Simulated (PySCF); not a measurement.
Two-dimensional NMR puzzle

Compound of formula C4H7Cl. Correlations simulated from computed shifts and the bond graph:

HSQC (one-bond C–H):
| δH | δC |
| --- | --- |
| 4.31 | 59.0 |
| 2.35 | 38.4 |
| 2.17 | 38.4 |
| 1.82 | 18.8 |
| 1.63 | 18.8 |

COSY cross peaks (H two or three bonds apart, from the bond graph; peaks can be absent where the dihedral angle is near 90°):
| δH | δH |
| --- | --- |
| 4.31 | 2.35 |
| 4.31 | 2.17 |
| 2.35 | 2.17 |
| 2.35 | 1.82 |
| 2.35 | 1.63 |
| 2.17 | 1.82 |
| 2.17 | 1.63 |
| 1.82 | 1.63 |

HMBC (two and three bonds, from the bond graph):
| δH | δC |
| --- | --- |
| 4.31 | 38.4, 18.8 |
| 2.35 | 59.0, 38.4, 18.8 |
| 2.17 | 59.0, 38.4, 18.8 |
| 1.82 | 59.0, 38.4 |
| 1.63 | 59.0, 38.4 |

No solvent model, single conformer, no relativistic terms, equivalent nuclei averaged. Structure optimised with PBE0-D3(BJ)/def2-TZVP; NMR shieldings at B97-2/pcSseg-2/GIAO; PySCF 2.14.0 with density-fitted response routines.

δ = σ(ref) − σ, references computed at the same level: 1H and 13C against TMS.

Exchangeable hydrogens are left out of these lists.

Question: Assemble the structure.

Answer: Cyclobutyl Chloride (ClC1CCC1).

Atom-mapped SMILES (the numbers label the heavy atoms): `[Cl:1][CH:2]1[CH2:3][CH2:4][CH2:5]1`. Each H is labelled by its parent atom. Ha(C3), Ha(C4), Ha(C5) are cis to Cl1 on the ring; Hb(C3), Hb(C4), Hb(C5) are trans to Cl1 on the ring.

- δC 59.0 is C2, an sp3 CH bonded to Cl (δH 4.31).
- δC 38.4 is C3/C5, an sp3 CH2 in a ring (δH 2.17, 2.35).
- δC 18.8 is C4, an sp3 CH2 in a ring (δH 1.63, 1.82).
- COSY links 4.31–2.35, 4.31–2.17, 2.35–2.17, 2.35–1.82, 2.35–1.63, 2.17–1.82.

Carbons that carry Cl, above all several Cl atoms, come out too deshielded, partly because spin–orbit coupling is missing. Shifts are as computed. Against solution values, carbons near 30 ppm lie about +3 ppm off and those near 130 ppm about +7 ppm; carbons on Cl a further +5 ppm. Of 1211 compounds with measured shifts, 218 miss one by over three times the rms of a fit or turn the order of signals round; such compounds aren't used in these exercises.
